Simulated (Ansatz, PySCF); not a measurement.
Molecule: C₂H₅, charge 0, multiplicity 2. SMILES: C[CH2]
Geometry from a B3LYP-D3(BJ)/def2-TZVP (Ansatz, a quantum-chemistry and plane-wave program) optimisation:
```
C
H 1 1.0926
H 1 1.0926 2 108.27
H 1 1.1011 2 106.35 3 113.94
C 1 1.4831 2 111.85 4 122.36
H 5 1.0812 1 120.96 2 154.81
H 5 1.0812 6 117.62 1 -172.29
```
Charge 0, spin multiplicity 2.

PBE beside other levels, property by property. Correlated levels leave the core frozen unless marked. UHF or UKS for open shells. Spin-orbit coupling is left out. Non-relativistic. CBS(X,Y): correlation extrapolated as X^-3; Hartree-Fock from the larger set. The bracket is a focal-point correction in the basis named. Rows marked 298 K are enthalpies with B3LYP-D3(BJ) harmonic zero-point and thermal terms from PySCF. Enthalpies of formation rest on the atoms' values in the G2/97 table (older ones for B and Si), with no core term in the frozen-core levels. Vertical energies are electronic, to the SCF solution reached for that spin. The coupled-cluster column (Ansatz) is a level with limits of its own: RI-MP2/CBS(aug-cc-pVTZ,aug-cc-pVQZ)+[CCSD(T)-MP2]/aug-cc-pVTZ.

```json
[
 {"property": "vertical ionisation energy to the singlet (eV)", "B3LYP-D3(BJ)/def2-TZVPD (Ansatz + dftd3)": "8.55", "M06-2X/def2-TZVPD (PySCF)": "8.50", "B2PLYP-D3(BJ)/def2-TZVPD (Ansatz + dftd3)": "8.47", "coupled cluster": "8.57", "measured": "-"},
 {"property": "enthalpy of formation at 298 K by atomisation (kcal/mol)", "B3LYP-D3(BJ)/def2-TZVPD (Ansatz + dftd3)": "25.5", "M06-2X/def2-TZVPD (PySCF)": "31.0", "B2PLYP-D3(BJ)/def2-TZVPD (Ansatz + dftd3)": "33.9", "coupled cluster": "29.6", "measured": "28.9"}
]
```

Measured values: G2/97 table in ASE (Curtiss et al.); they hold spin-orbit effects, which all levels lack, and core correlation, which the frozen-core levels lack. This is an older compilation, not checked against later work.

### Question
What does PBE/def2-TZVPD (Ansatz) give for each property, and on which side of the measured value, or else of coupled cluster, does it fall?

### Answer

- vertical ionisation energy to the singlet: PBE lies 0.07 eV below coupled cluster; PBE gives 8.50 eV.
- enthalpy of formation at 298 K by atomisation: PBE lies 7.6 kcal/mol below the measured value; PBE gives 21.3 kcal/mol.
